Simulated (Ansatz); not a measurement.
## How far each method lies from RCCSDT(Q) for HNC, singlet

Geometry: a PBE0/def2-TZVP stationary point for this spin, not checked as a minimum.

```json
{"atom": "N", "x (Å)": "0.0000", "y (Å)": "0.0000", "z (Å)": "0.0555"}
{"atom": "C", "x (Å)": "0.0000", "y (Å)": "0.0000", "z (Å)": "-1.1080"}
{"atom": "H", "x (Å)": "0.0000", "y (Å)": "0.0000", "z (Å)": "1.0525"}
```

Basis cc-pVDZ; Ansatz 0.2.0. Correlated methods freeze the noble-gas cores, which leaves 10 electrons in 31 orbitals. R marks a restricted (for open shells ROHF) determinant. Active spaces: valence = (10e, 9o) chosen from the atoms' valence shells.

Full CI isn't at hand for all of this; RCCSDT(Q) serves as the reference, and is uncertain by the last step of the cluster series or more.

The UHF ⟨S²⟩ is 0.000, the T1 diagnostic (RCCSD) is 0.0168 and the largest doubles amplitude (RCCSD) is 0.081.

```
   level  E − E(RHF) (eV)
    RMP2          -7.3687
   RCCSD          -7.7586
RCCSD(T)          -8.0650
```

(1) Estimate how far RCCSDT(Q) in cc-pVDZ lies from RCCSD(T). The table doesn't fix it; the size of (T) and the diagnostics are the guide.

(1) RCCSDT(Q) in cc-pVDZ lies 3.8 kJ/mol below RCCSD(T), which is 13 % of the (T) step (-29.6 kJ/mol). The diagnostics are small and one determinant leads, so the series closes fast and only a small part of (T) is left.

The other levels:

```
                     level  E − E(RCCSDT(Q)) (kJ/mol)  share of correlation (%)  wall time
                      CISD                       84.7                     89.17     0.57 s
                   BCCD(T)                        3.7                     99.53     0.36 s
                    RCCSDT                        2.5                     99.68          –
    CASSCF (valence space)                      416.8                     46.69          –
    NEVPT2 (valence space)                       87.3                     88.84      2.6 s
NEVPT4(SD) (valence space)                       10.2                     98.69      3.8 s
    MRCISD (valence space)                       22.8                     97.09          –
  MRCISD+Q (valence space)                        3.3                     99.57        4 s
```

The correlation energy at RCCSDT(Q), counted from RHF, is -8.104 eV. That run took 1.8 s on 1 thread of AMD EPYC 7B13, shared host.

Times hold each run's SCF and search for its determinant on a shared host, so for small cases they say little of a method's own cost; they ran on 1 thread of AMD EPYC 7B13.

Natural occupations of CASSCF (valence space) about the gap: 1.992 1.983 1.980 1.952 1.952 0.052 0.052 0.022 0.015; effectively unpaired electrons, Σ n²(2−n)², 0.04.

Atomization energy (electronic, same basis, no zero-point term; atoms at the same level, unrestricted beside the R rows where the molecule is a closed shell, with restricted open-shell steps beyond CCSDT(Q)) at RCCSDT(Q): 1116.9 kJ/mol. Errors of other levels:

| level | error (kJ/mol) |
| --- | --- |
| RHF | -357.3 |
| RMP2 | 32.0 |
| CISD | -76.1 |
| RCCSD | -28.0 |
| RCCSD(T) | -2.5 |
| BCCD(T) | -2.1 |
| RCCSDT | -2.4 |
| CASSCF (valence space) | -23.2 |
| NEVPT2 (valence space) | -1.2 |
| NEVPT4(SD) (valence space) | -8.7 |
| MRCISD (valence space) | -16.5 |
| MRCISD+Q (valence space) | -8.9 |

This basis is far from its limit, so the value isn't to be set against a measured one. Truncated CI isn't size-consistent, which counts against it in atomization.
